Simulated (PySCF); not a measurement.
Running PySCF for SH⁻

File input.py (PySCF 2.14):

```python
from pyscf import gto, dft, tdscf

mol = gto.M(
    atom='H 0 0 0; S 0 0 1.293',
    basis='3-21g',
    charge=-1,
    spin=0,
    symmetry=True,
    verbose=4,
)
mf = dft.UKS(mol, xc='m06l')
mf.kernel()
td = tdscf.TDDFT(mf)
td.nstates = 8
td.kernel()
td.analyze()
mf.dip_moment()
print('orbital energies (hartree):', [e[max(0, n-3):n+3].round(4) for e, n in zip(mf.mo_energy, mol.nelec)])
```

```bash
$ OMP_NUM_THREADS=1 python input.py
```

It prints (some set-up lines and the per-cycle HOMO/LUMO lines with their warnings removed):

```
PySCF version 2.14.0

[INPUT] verbose = 4
[INPUT] num. atoms = 2
[INPUT] num. electrons = 18
[INPUT] charge = -1
[INPUT] spin (= nelec alpha-beta = 2S) = 0
[INPUT] symmetry True subgroup None
[INPUT] Mole.unit = angstrom
[INPUT] Symbol           X                Y                Z      unit          X                Y                Z       unit  Magmom
[INPUT]  1 H      0.000000000000   0.000000000000   0.000000000000 AA    0.000000000000   0.000000000000   0.000000000000 Bohr   0.0
[INPUT]  2 S      0.000000000000   0.000000000000   1.293000000000 AA    0.000000000000   0.000000000000   2.443415879063 Bohr   0.0

nuclear repulsion = 6.54820987990719
point group symmetry = Coov
symmetry origin: [0.         0.         2.29968553]
symmetry axis x: [1. 0. 0.]
symmetry axis y: [0. 1. 0.]
symmetry axis z: [0. 0. 1.]
num. orbitals of irrep A1 = 9
num. orbitals of irrep E1x = 3
num. orbitals of irrep E1y = 3
number of shells = 9
number of NR pGTOs = 30
number of NR cGTOs = 15
basis = 3-21g
ecp = {}

******** <class 'pyscf.dft.uks_symm.SymAdaptedUKS'> ********
method = SymAdaptedUKS
initial guess = minao
damping factor = 0
level_shift factor = 0
DIIS = <class 'pyscf.scf.diis.CDIIS'>
diis_start_cycle = 1
diis_space = 8
diis_damp = 0
SCF conv_tol = 1e-09
SCF conv_tol_grad = None
SCF max_cycles = 50
direct_scf = True
direct_scf_tol = 1e-13
number electrons alpha = 9  beta = 9
XC library pyscf.dft.libxc version 7.0.0
    S. Lehtola, C. Steigemann, M. J.T. Oliveira, and M. A.L. Marques.,  SoftwareX 7, 1–5 (2018)
XC functionals = m06l
    Y. Zhao and D. G. Truhlar.,  J. Chem. Phys. 125, 194101 (2006)
    Y. Zhao and D. G. Truhlar.,  J. Chem. Phys. 125, 194101 (2006)
    Y. Zhao and D. G. Truhlar.,  Theor. Chem. Acc. 120, 215 (2008)
radial grids:
    Treutler-Ahlrichs [JCP 102, 346 (1995); DOI:10.1063/1.469408] (M4) radial grids

becke partition: Becke, JCP 88, 2547 (1988); DOI:10.1063/1.454033
pruning grids: <function nwchem_prune>
grids dens level: 3
symmetrized grids: True
atomic radii adjust function: <function treutler_atomic_radii_adjust>
small_rho_cutoff = 0
Freeze 0 electrons in irreps []
    18 free electrons in irreps A1 E1x E1y
Set gradient conv threshold to 3.16228e-05
tot grids = 28688
init E= -396.452236339213
cycle= 1 E= -396.761989912322  delta_E= -0.31  |g|= 0.302  |ddm|= 0.849
cycle= 2 E= -396.759396971744  delta_E= 0.00259  |g|= 0.321  |ddm|= 1.07
cycle= 3 E= -396.824106630874  delta_E= -0.0647  |g|= 0.00944  |ddm|= 0.58
cycle= 4 E= -396.824176150977  delta_E= -6.95e-05  |g|= 0.00334  |ddm|= 0.0347
cycle= 5 E= -396.824186545513  delta_E= -1.04e-05  |g|= 0.000248  |ddm|= 0.00901
cycle= 6 E= -396.824186582707  delta_E= -3.72e-08  |g|= 6.12e-06  |ddm|= 0.00039
cycle= 7 E= -396.824186582747  delta_E= -3.95e-11  |g|= 1.2e-06  |ddm|= 2.11e-05
Extra cycle  E= -396.824186582749  delta_E= -2.5e-12  |g|= 4.3e-07  |ddm|= 4.48e-06
converged SCF energy = -396.824186582749  <S^2> = 9.7699626e-13  2S+1 = 1

******** <class 'pyscf.tdscf.uks.CasidaTDDFT'> for <class 'pyscf.dft.uks_symm.SymAdaptedUKS'> ********
nstates = 8
deg_eia_thresh = 1.000e-03
wfnsym = None
conv_tol = 1e-05
eigh lindep = 1e-12
eigh level_shift = 0
eigh max_cycle = 100

Excitation energies (eV)
[ 6.29310764  6.29310764  7.02837623  7.02837623  9.29420887 12.71893966
 16.52376506 16.52376506]

** Excitation energies and oscillator strengths **
Excited State   1:  E1y      6.29311 eV    197.02 nm  f=0.0000
       9a ->   10a      0.70730
       9b ->   10b     -0.70730
Excited State   2:  E1x      6.29311 eV    197.02 nm  f=0.0000
       8a ->   10a      0.70730
       8b ->   10b     -0.70730
Excited State   3:  E1y      7.02838 eV    176.41 nm  f=0.0088
       9a ->   10a     -0.70730
       9b ->   10b     -0.70731
Excited State   4:  E1x      7.02838 eV    176.41 nm  f=0.0088
       8a ->   10a      0.70730
       8b ->   10b      0.70731
Excited State   5:   A1      9.29421 eV    133.40 nm  f=0.0000
       7a ->   10a     -0.70701
       7b ->   10b      0.70701
Excited State   6:   A1     12.71894 eV     97.48 nm  f=1.2132
       7a ->   10a     -0.70634
       7b ->   10b     -0.70634
Excited State   7:  E1y     16.52377 eV     75.03 nm  f=0.0000
       9a ->   11a      0.70135
       9b ->   11b     -0.70135
Excited State   8:  E1x     16.52377 eV     75.03 nm  f=0.0000
       8a ->   11a      0.70135
       8b ->   11b     -0.70135

** Transition electric dipole moments (AU) **
state          X           Y           Z        Dip. S.      Osc.
  1        -0.0000     -0.0000      0.0000      0.0000      0.0000
  2        -0.0000     -0.0000     -0.0000      0.0000      0.0000
  3         0.0000      0.2256      0.0000      0.0509      0.0088
  4        -0.2256     -0.0000      0.0000      0.0509      0.0088
  5         0.0000      0.0000     -0.0000      0.0000      0.0000
  6        -0.0000      0.0000     -1.9732      3.8934      1.2132
  7        -0.0000      0.0000     -0.0000      0.0000      0.0000
  8         0.0000     -0.0000     -0.0000      0.0000      0.0000

** Transition velocity dipole moments (imaginary part, AU) **
state          X           Y           Z        Dip. S.      Osc.
  1        -0.0000     -0.0000      0.0000      0.0000      0.0000
  2        -0.0000     -0.0000     -0.0000      0.0000      0.0000
  3         0.0000      0.0534      0.0000      0.0029      0.0074
  4        -0.0534     -0.0000      0.0000      0.0029      0.0074
  5         0.0000      0.0000     -0.0000      0.0000      0.0000
  6        -0.0000      0.0000     -0.8182      0.6695      0.9548
  7        -0.0000      0.0000     -0.0000      0.0000      0.0000
  8         0.0000     -0.0000     -0.0000      0.0000      0.0000

** Transition magnetic dipole moments (imaginary part, AU) **
state          X           Y           Z
  1        -0.0000      0.0000     -0.0000
  2        -0.0000      0.0000      0.0000
  3         0.5288     -0.0000     -0.0000
  4         0.0000      0.5288      0.0000
  5         0.0000     -0.0000     -0.0000
  6         0.0000      0.0000      0.0000
  7         0.0000     -0.0000     -0.0000
  8         0.0000     -0.0000     -0.0000

WARN: System has nonzero charge -1; the dipole moment is origin-dependent.
Location of origin: [0. 0. 0.]

Dipole moment(X, Y, Z, Debye):  0.00000,  0.00000, -7.12528
orbital energies (hartree): [array([-0.0597,  0.0841,  0.0841,  0.3271,  0.7286,  0.7772]), array([-0.0597,  0.0841,  0.0841,  0.3271,  0.7286,  0.7772])]
```

In short: E(SCF) = -396.824187 Eh, 7 cycles, first excitations without spin–orbit coupling 6.29, 6.29, 7.03, 7.03, 9.29 eV.

Hardware: AMD EPYC 9R45 96-Core, 1 thread, shared host. Wall time 2.1 s, peak memory 0.19 GiB.

With symmetry on the solver can miss roots, and labels of degenerate states are those of a subgroup. The basis has no diffuse functions, which an anion needs. The basis is very small, so the numbers show the basis as much as the system. The bond length is a typed value, not an optimised one. The dipole of an ion depends on the origin. No search for the lowest solution was made.
